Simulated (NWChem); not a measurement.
System: propene (C₃H₆); SMILES C(=C)C

NWChem printed, in part:

```
             Northwest Computational Chemistry Package (NWChem) 7.3.0
             --------------------------------------------------------

                             Geometry "geometry" -> ""
                             -------------------------

 Output coordinates in angstroms (scale by  1.889725989 to convert to a.u.)

  No.       Tag          Charge          X              Y              Z
 ---- ---------------- ---------- -------------- -------------- --------------
    1 C                    6.0000    -0.16670500    -1.23376200     0.00000000
    2 C                    6.0000     0.45320300     0.13121500     0.00000000
    3 C                    6.0000    -0.21929900     1.29522200     0.00000000
    4 H                    1.0000     0.15273800    -1.82110200    -0.88809700
    5 H                    1.0000     0.15273800    -1.82110200     0.88809700
    6 H                    1.0000    -1.27393600    -1.18440000     0.00000000
    7 H                    1.0000     1.55906900     0.16135900     0.00000000
    8 H                    1.0000    -1.32238200     1.32156000     0.00000000
    9 H                    1.0000     0.30410100     2.26395500     0.00000000

 Effective nuclear repulsion energy (a.u.)      70.1076062172

                              NWChem Property Module
                              ----------------------

                                 NWChem DFT Module
                                 -----------------

 Summary of "ao basis" -> "ao basis" (spherical)
 ------------------------------------------------------------------------------
       Tag                 Description            Shells   Functions and Types
 ---------------- ------------------------------  ------  ---------------------
 C                        sadlej pvtz               10       24   5s3p2d
 H                        sadlej pvtz                5        9   3s2p

            General Information
            -------------------
          SCF calculation type: DFT
          Wavefunction type:  closed shell.
          No. of atoms     :     9
          No. of electrons :    24
           Alpha electrons :    12
            Beta electrons :    12
          Charge           :     0
          Spin multiplicity:     1
          Use of symmetry is: off; symmetry adaption is: off
          Maximum number of iterations: 150
          AO basis - number of functions:   126
                     number of shells:    60
          Convergence on energy requested:  1.00D-06
          Convergence on density requested:  1.00D-05
          Convergence on gradient requested:  5.00D-04

              XC Information
              --------------
                         PBE0 Method XC Functional
                     Hartree-Fock (Exact) Exchange  0.250
          PerdewBurkeErnzerhof Exchange Functional  0.750
            Perdew 1991 LDA Correlation Functional  1.000 local
           PerdewBurkeErnz. Correlation Functional  1.000 non-local

             Grid Information
             ----------------
          Grid used for XC integration:  medium
          Radial quadrature: Mura-Knowles
          Angular quadrature: Lebedev.
          Tag              B.-S. Rad. Rad. Pts. Rad. Cut. Ang. Pts.
          ---              ---------- --------- --------- ---------
          C                   0.70       49          15.0       434
          H                   0.35       45          15.0       434
          Grid pruning is: on
          Number of quadrature shells:   417
          Spatial weights used:  Erf1

      Superposition of Atomic Density Guess
      -------------------------------------

 Sum of atomic energies:        -116.00667186

      Non-variational initial energy
      ------------------------------

 Total energy =    -117.856890
 1-e energy   =    -292.241484
 2-e energy   =     104.276988
 HOMO         =      -0.313085
 LUMO         =       0.001781

   convergence    iter        energy       DeltaE   RMS-Dens  Diis-err
 ---------------- ----- ----------------- --------- --------- ---------
 d= 0,ls=0.0,diis     1   -117.7472181116 -1.88D+02  4.67D-02  2.24D-01
 d= 0,ls=0.0,diis     2   -117.7693723441 -2.22D-02  3.25D-03  1.55D-02
 d= 0,ls=0.0,diis     3   -117.7687246858  6.48D-04  2.27D-03  2.04D-02
 d= 0,ls=0.0,diis     4   -117.7713602558 -2.64D-03  4.59D-04  7.90D-04
 d= 0,ls=0.0,diis     5   -117.7714591610 -9.89D-05  2.79D-04  4.97D-05
  Resetting Diis
 d= 0,ls=0.0,diis     6   -117.7714661047 -6.94D-06  2.73D-05  6.16D-07
 d= 0,ls=0.0,diis     7   -117.7714661881 -8.34D-08  7.95D-06  3.25D-08

         Total DFT energy =     -117.771466188116
      One electron energy =     -295.575774564902
           Coulomb energy =      125.977783285618
    Exchange-Corr. energy =      -18.281081126042
 Nuclear repulsion energy =       70.107606217209

 Numeric. integr. density =       23.999999490653

                       DFT Final Molecular Orbital Analysis
                       ------------------------------------

 Vector   10  Occ=2.000000D+00  E=-3.814796D-01
              MO Center= -1.4D-01, -4.7D-01,  5.9D-10, r^2= 2.9D+00
   Bfn.  Coefficient  Atom+Function         Bfn.  Coefficient  Atom+Function
  ----- ------------  ---------------      ----- ------------  ---------------
    92      0.565417  6 H  s                 93      0.550314  6 H  s
    29     -0.533797  2 C  s                  5      0.489317  1 C  s
    37      0.465527  2 C  py                52     -0.410063  3 C  s
   101      0.384249  7 H  s                 36      0.338460  2 C  px
    44     -0.329755  2 C  d -2              61     -0.315209  3 C  py

 Vector   11  Occ=2.000000D+00  E=-3.558367D-01
              MO Center=  9.7D-02,  3.4D-01, -4.3D-11, r^2= 2.8D+00
   Bfn.  Coefficient  Atom+Function         Bfn.  Coefficient  Atom+Function
  ----- ------------  ---------------      ----- ------------  ---------------
   101      0.740563  7 H  s                119     -0.744047  9 H  s
   110      0.580621  8 H  s                100      0.341965  7 H  s
    33     -0.337265  2 C  px                30      0.332205  2 C  px
    36      0.326396  2 C  px                29     -0.324655  2 C  s
    58      0.289168  3 C  py               109      0.280215  8 H  s

 Vector   12  Occ=2.000000D+00  E=-2.688698D-01
              MO Center=  7.7D-02,  5.4D-01, -9.5D-10, r^2= 2.1D+00
   Bfn.  Coefficient  Atom+Function         Bfn.  Coefficient  Atom+Function
  ----- ------------  ---------------      ----- ------------  ---------------
    56      0.466734  3 C  pz                32      0.424917  2 C  pz
    74      0.217404  4 H  s                 83     -0.217404  5 H  s
    14      0.166683  1 C  pz                59      0.157847  3 C  pz
    73      0.157637  4 H  s                 82     -0.157637  5 H  s
    75      0.154446  4 H  s                 84     -0.154446  5 H  s

 Vector   13  Occ=0.000000D+00  E= 2.881064D-03
              MO Center=  2.6D-01, -6.6D-01,  4.5D-08, r^2= 1.6D+01
   Bfn.  Coefficient  Atom+Function         Bfn.  Coefficient  Atom+Function
  ----- ------------  ---------------      ----- ------------  ---------------
     5      3.146739  1 C  s                 53      2.722187  3 C  s
   102     -1.482238  7 H  s                 36      1.414845  2 C  px
    29     -1.153381  2 C  s                 75     -0.787708  4 H  s
    84     -0.787708  5 H  s                 74     -0.595564  4 H  s
    83     -0.595564  5 H  s                120     -0.513443  9 H  s

 Vector   14  Occ=0.000000D+00  E= 5.992518D-03
              MO Center= -8.0D-02,  6.1D-01, -2.9D-08, r^2= 4.9D+00
   Bfn.  Coefficient  Atom+Function         Bfn.  Coefficient  Atom+Function
  ----- ------------  ---------------      ----- ------------  ---------------
    75      0.970349  4 H  s                 84     -0.970348  5 H  s
    62     -0.566374  3 C  pz                38      0.502833  2 C  pz
    32      0.473124  2 C  pz                74      0.473246  4 H  s
    83     -0.473246  5 H  s                 56     -0.392030  3 C  pz
    35      0.325634  2 C  pz                59     -0.315262  3 C  pz

 Vector   15  Occ=0.000000D+00  E= 1.968854D-02
              MO Center=  3.5D-01,  7.4D-01, -7.1D-08, r^2= 2.1D+01
   Bfn.  Coefficient  Atom+Function         Bfn.  Coefficient  Atom+Function
  ----- ------------  ---------------      ----- ------------  ---------------
    37      4.564990  2 C  py                53     -4.382075  3 C  s
   120     -4.150937  9 H  s                  5      3.574728  1 C  s
    61      3.344134  3 C  py                93      2.640409  6 H  s
    29      2.576394  2 C  s                 13      2.557129  1 C  py
   111     -2.120256  8 H  s                 75      1.984989  4 H  s

     Multipole analysis of the density
     ---------------------------------

     L   x y z        total         alpha         beta         nuclear
     -   - - -        -----         -----         ----         -------
     0   0 0 0     -0.000000    -12.000000    -12.000000     24.000000

     1   1 0 0      0.023726      0.034991      0.034991     -0.046257
     1   0 1 0     -0.170111     -0.157167     -0.157167      0.144224
     1   0 0 1      0.000000      0.000000      0.000000      0.000000

[...]

 DFT Linear Response polarizability / au
 Frequency  =       0.0000000 / au
              X              Y              Z
 -----------------------------------------------
 X      39.4364622     -3.4330648     -0.0000000
 Y      -3.4330731     52.6999425      0.0000000
 Z      -0.0000000      0.0000000     32.8199181
 -----------------------------------------------
 Eigenvalues =      38.6005447     53.5358600     32.8199181
 Isotropic   =      41.6521076
 Anisotropic =      18.5152577
 -----------------------------------------------

 Magnetic Dipole Response Matrix (nonzero elements):

 Exiting AOResponse driver routine
```

Level: PBE0/Sadlej pVTZ. The geometry was optimised at PBE-D3(BJ)/def2-SVP.

Problem. Reconstruct the input file.

Solution. One answer among several that fit: the input that was run:
```
start job
memory heap 200 mb stack 900 mb global 1100 mb
geometry units angstroms noautosym nocenter noautoz
  C     -0.166705    -1.233762     0.000000
  C      0.453203     0.131215     0.000000
  C     -0.219299     1.295222     0.000000
  H      0.152738    -1.821102    -0.888097
  H      0.152738    -1.821102     0.888097
  H     -1.273936    -1.184400     0.000000
  H      1.559069     0.161359     0.000000
  H     -1.322382     1.321560     0.000000
  H      0.304101     2.263955     0.000000
end
basis spherical
  C library sadlej_pvtz
  H library sadlej_pvtz
end
dft
  xc pbe0
  iterations 150
end
property
  response 1 0.0
end
task dft property
```
